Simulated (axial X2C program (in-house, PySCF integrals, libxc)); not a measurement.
## Photoelectron levels of BCl by EOM-IP-CCSD

Computed with an in-house all-electron X2C program for linear molecules (integrals from PySCF): two-component X2C with atomic mean-field Coulomb and Gaunt terms, Gaussian nuclei, basis Cl dyall-av3z, B dyall-v3z with contracted cores.

R = 1.724 Å (near the PBE0 minimum at charge 0 of the determinant lowest at the starting distance; the state shown can have its own minimum elsewhere).

Hartree–Fock spinors of BCl (one of each Kramers pair; a window near the gap, which can cut inner shells):

```
  ω  occupied  ε (eV)                     character
1/2       yes  -31.67     70% Cl s, 14% B p, 8% B s
1/2       yes  -18.17    67% Cl p, 18% B s, 7% Cl s
1/2       yes  -14.26      85% Cl p, 9% B p, 5% B d
3/2       yes  -14.17      85% Cl p, 9% B p, 5% B d
1/2       yes  -10.38    40% B s, 37% B p, 12% Cl p
1/2        no    1.52   73% B p, 14% Cl d, 10% Cl p
3/2        no    1.52   73% B p, 14% Cl d, 10% Cl p
1/2        no    2.21    70% Cl p, 17% Cl s, 8% B p
1/2        no    2.63     89% Cl p, 6% B p, 5% Cl d
3/2        no    2.63     90% Cl p, 5% B p, 5% Cl d
1/2        no    2.65  69% Cl s, 12% Cl p, 10% Cl d
```

Vertical ionisation energies of BCl to the states of BCl⁺:

```tsv
Ω of BCl⁺	vertical IE (eV)	above lowest (cm⁻¹)	ionised spinor	one-hole weight
1/2	10.297	0	40% B sσ, 37% B pσ, 12% Cl pσ	0.93
3/2	13.767	27982	85% Cl pπ, 9% B pπ	0.93
1/2	13.839	28564	85% Cl pπ, 9% B pπ	0.93
1/2	17.166	55399	69% Cl pσ, 16% B sσ, 8% Cl sσ	0.83
```

Problem. How far does the lowest EOM-IP-CCSD energy lie from the Koopmans value −ε of the highest filled spinor?

Solution. 10.297 eV against 10.38 eV, a shift of -0.08 eV: relaxation of the final state lowers the energy and the loss of correlation raises it.

Problem. What is the splitting of the first π pair in the table, and is it regular or inverted?

Solution. E(3/2) − E(1/2) = 27982 − 28564 = -582 cm⁻¹ at EOM-IP-CCSD: inverted, Ω = 3/2 lower. Splittings at this level can be off by ten to twenty per cent.

This point took 7.9 s on 1 thread of Intel(R) Xeon(R) Processor @ 2.30GHz, with other jobs on the host.

Reference electrons by ω block (each with its −ω partner): 1/2: 9, 3/2: 2. 10 electrons of BCl correlated (inner shells frozen), 94 natural virtual spinors (a truncated set); levels can be off by some tenths of an eV. Roots sought by Ω: (1/2: 4, 3/2: 3, 5/2: 1); rows need 60 % one-particle weight and stop where some Ω has no more roots. Missing are any skipped roots, higher Ω and states of a further excitation; these come out far too high here and may in truth be low or lowest. T1 of the reference 0.015 (Lee–Taylor). Number of frozen shells: Cl 2 s, 1 p; B 1 s.
